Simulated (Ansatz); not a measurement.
Geometry optimisation, Ansatz, RKS revPBE-D4/def2-SVP.

input.yaml

```yaml
crystal:
  periodic: [false, false, false]
  atoms:
    - { symbol: Si, position_ang: [-0.394901, 0.0, -0.414632] }
    - { symbol: Cl, position_ang: [0.082265, 0.0, 2.896772] }
    - { symbol: H, position_ang: [0.974938, 0.0, 0.180237] }
    - { symbol: H, position_ang: [-0.557016, 1.227282, -1.270322] }
    - { symbol: H, position_ang: [-0.557016, -1.227282, -1.270322] }
    - { symbol: H, position_ang: [-1.498811, 0.0, 0.564912] }
    - { symbol: H, position_ang: [-1.156159, 0.0, 2.396055] }
basis:
  gaussian: { orbitals: def2-SVP }
hamiltonian:
  xc: revpbe
  dispersion: d4
relax:
  f_tol: 0.03
  max_steps: 50
```

Run as:

```bash
$ ansatz run input.yaml --threads 1 --pin off --max-ram 2048MiB --backend cpu --events-out ev --progress --plain --runs-dir out
```

**Question.** Where does it end, and by what steps?

**Answer.** The run converged. The force dipped under the threshold on the way, but the program's further checks kept it going. After 9 steps the energy has fallen by 0.181 eV; Cl2 moved furthest, 0.55 Å.

```
step  energy less start (eV)  largest force component (eV/Å)  accepted
   0                  0.0000                           1.000       yes
   1                 -0.1166                           0.738       yes
   2                 -0.1599                           0.710       yes
   3                 -0.1733                           0.331       yes
   4                 -0.1788                           0.164       yes
   5                 -0.1797                           0.108       yes
   6                 -0.1775                           0.342        no
   7                 -0.1812                           0.029       yes
   8                 -0.1805                           0.190        no
   9                 -0.1814                           0.011       yes
```

```xyz
7
Properties=species:S:1:pos:R:3
Si -0.423 0.000 -0.573
Cl -0.025 0.000 3.432
H 0.901 0.000 0.133
H -0.558 1.231 -1.424
H -0.558 -1.231 -1.424
H -1.530 0.000 0.452
H -0.913 0.000 2.485
```

Whether the end is a true minimum wasn't checked by a vibrational analysis.

The run took 12 s on 1 thread of Arm Neoverse V1, with other jobs on the host, peak memory 0.086 GiB.
